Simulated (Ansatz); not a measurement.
Input file:

```yaml
crystal:
  periodic: [false, false, false]
  atoms:
    - {symbol: B, position_ang: [0.000000, 0.000000, 0.095674]}
    - {symbol: C, position_ang: [0.000000, 0.000000, -1.368483]}
    - {symbol: H, position_ang: [0.000000, 0.000000, 1.272810]}
basis:
  gaussian: {orbitals: def2-SVP}
magnetization: {spin_polarized: false}
hamiltonian: {xc: hf}
accuracy: high
output: {orbitals: {seedname: orbitals}}
```

```sh
$ ansatz run in.yaml --threads 1 --pin off --events-out ev --progress --plain --max-ram 1536MiB
```

Output:

```
653 factors; integrals over basis functions are off by at most 3.5e-9 eV
mean field evaluation 1: about -1709.1253 eV, gradient 1.3e1 eV
mean field evaluation 2: about -1709.1273 eV, gradient 1.3e1 eV
mean field evaluation 4: about -1709.9476 eV, gradient 1.8e0 eV
mean field evaluation 8: about -1709.9740 eV, gradient 3.5e-4 eV
mean field evaluation 16: about -1706.4449 eV, gradient 9.3e-1 eV
mean field -1709.97404388 eV, -62.8403870504 hartree, gradient 1.1e-8 eV, S^2 0.000000; 0 other end points of the search recorded, 0 dependent functions left out
reference -1709.97404388 eV, -62.8403870504 hartree; 6, 6 occupied and 27, 27 virtual orbitals, 653 factors
Total energy: -1709.97404388 eV, -62.8403870504 hartree
```

Ran on 1 thread of Intel Xeon, shared host: 0.24 s wall, 0.09 GiB peak host memory.
